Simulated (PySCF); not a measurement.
# Changing the system itself: PC⁺ (triplet)

One physical setting of the base script is moved in each run, with the edits that it forces.

Computed with PySCF 2.14.0. Level: each script names its method and basis.

2 further runs of the same task are left out: 2 that didn't finish.

## 1. The system as given

PC⁺ (triplet): 2 atoms, charge 1, spin multiplicity 3.

Bond lengths: P1–C2 1.519 Å.

## 2. The base run

input.py reads:

```python
from pyscf import gto, dft, tdscf

mol = gto.M(
    atom='P 0 0 0; C 0 0 1.519',
    basis='crenbl',
    ecp={'P': 'crenbl', 'C': 'crenbl'},
    charge=1,
    spin=2,
    verbose=4,
)
mf = dft.UKS(mol, xc='pbe')
mf.kernel()
td = tdscf.TDA(mf)
td.nstates = 6
td.kernel()
td.analyze(verbose=3)
mf.dip_moment()
print('orbital energies (hartree):', [e[max(0, n-3):n+3].round(4) for e, n in zip(mf.mo_energy, mol.nelec)])
```

Launch:

```bash
OMP_NUM_THREADS=1 python input.py
```

Its log is not repeated here.

It gives: E(SCF) = -11.595320 Eh, ⟨S²⟩ = 2.016, excitations 0.24, 2.24, 2.90, 4.34, 4.66 eV.

The bond length is a typed value, not an optimised one. The dipole of an ion depends on the origin. The triplet is typed in the script; nothing here shows that it is the ground state.

## 3. Electric field 0.2 a.u.

Edit 1 changes electric field: none → 0.2 a.u.

input.py reads:

```python
from pyscf import gto, dft, tdscf

mol = gto.M(
    atom='P 0 0 0; C 0 0 1.519',
    basis='crenbl',
    ecp={'P': 'crenbl', 'C': 'crenbl'},
    charge=1,
    spin=2,
    verbose=4,
)
mf = dft.UKS(mol, xc='pbe')
field = 0.2  # electric field along z, atomic units
h = mf.get_hcore() + field*mol.intor('int1e_r')[2]
mf.get_hcore = lambda *args: h
e_nuc = mol.energy_nuc() - field*mol.atom_charges() @ mol.atom_coords()[:, 2]
mf.energy_nuc = lambda *args: e_nuc
mf.kernel()
td = tdscf.TDA(mf)
td.nstates = 6
td.kernel()
td.analyze(verbose=3)
mf.dip_moment()
print('orbital energies (hartree):', [e[max(0, n-3):n+3].round(4) for e, n in zip(mf.mo_energy, mol.nelec)])
```

Launch:

```bash
OMP_NUM_THREADS=1 python input.py
```

## 4. Quintet

Edit 2 changes spin (2S): 2 → 4.

Changes to input.py since step 2:

```diff
@@ -7,3 +7,3 @@
     charge=1,
-    spin=2,
+    spin=4,
     verbose=4,
```

## 5. Charge +0 (quartet)

Edit 3 changes charge: 1 → 0; spin (2S): 2 → 3.

Changes to input.py since step 2:

```diff
@@ -6,4 +6,4 @@
     ecp={'P': 'crenbl', 'C': 'crenbl'},
-    charge=1,
-    spin=2,
+    charge=0,
+    spin=3,
     verbose=4,
```

What does the calculation give? Wanted: for each run, E(SCF); from base; gap, α spin; SCF dipole; after the SCF.

**Answer**, as computed:

```
                                  run  E(SCF) (hartree)  from base (eV)  cycles  gap, α spin (eV)  SCF dipole (D)              after the SCF
                                 base        -11.595320               0      17              4.90             n/a  lowest root found 0.24 eV
electric field 0.2 a.u. (poor choice)        -12.364341  not comparable      12              3.47             n/a  lowest root found 0.22 eV
                              quintet        -11.456404         +3.7801       8              0.01             n/a  lowest root found 2.19 eV
                  charge +0 (quartet)        -11.867689         -7.4115      34              0.82            0.34  lowest root found 0.50 eV
```

In words: The quintet solution found lies 3.78 eV above the base triplet at this geometry and level. At the SCF level, adding an electron (to the quartet) releases 7.41 eV at fixed geometry. Rows marked «poor choice» come from settings spoiled on purpose.
